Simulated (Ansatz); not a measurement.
# C2H4Al: the cost of one run

Program: Ansatz 0.2.0. Level of theory: RKS r2SCANh-D4/def2-SVP. These are calculated values, not measurements.

### Step 1. The system as given

Bond lengths: C1–C2 1.334 Å, C2–Al3 1.915 Å, C1–H4 1.105 Å, C1–H5 1.106 Å, Al3–H6 1.630 Å, Al3–H7 1.656 Å. Angles: C1–C2–Al3 127.9°, C2–C1–H4 120.3°, C2–C1–H5 129.8°, H4–C1–H5 109.9°, C2–Al3–H6 120.1°, C2–Al3–H7 142.6°, H6–Al3–H7 97.3°.

Coordinates:

```xyz
7

C    -1.1471   -0.3282   -1.0084
C    -0.6456    0.5226   -0.1111
Al    0.9721    0.3482    0.8989
H    -2.0979   -0.0996   -1.5217
H    -0.7530   -1.3004   -1.3600
H     1.4094    1.5159    1.9493
H     2.2620   -0.6585    1.1530
```

### Step 2. Relaxing end A

The input, input.yaml:

```yaml
crystal:
  periodic: [false, false, false]
  atoms:
    - { symbol: C, position_ang: [-1.14706, -0.32817, -1.00836] }
    - { symbol: C, position_ang: [-0.64558, 0.52257, -0.11106] }
    - { symbol: Al, position_ang: [0.97215, 0.34822, 0.89887] }
    - { symbol: H, position_ang: [-2.09795, -0.09961, -1.52172] }
    - { symbol: H, position_ang: [-0.75298, -1.30041, -1.35999] }
    - { symbol: H, position_ang: [1.40939, 1.51586, 1.94926] }
    - { symbol: H, position_ang: [2.26202, -0.65846, 1.15299] }
total_charge: -1
basis:
  gaussian: { orbitals: def2-SVP }
hamiltonian:
  xc: r2scanh
  dispersion: d4
relax:
  f_tol: 0.02
  max_steps: 50
```

The run is started by

```bash
$ ansatz run input.yaml --threads 1 --pin off --max-ram 2048MiB --backend cpu --events-out ev --progress --plain --runs-dir out
```

Q: Estimate wall time and peak memory on 1 thread of an Arm CPU, shared host.

About 37 s, with a peak of 0.15 GiB.
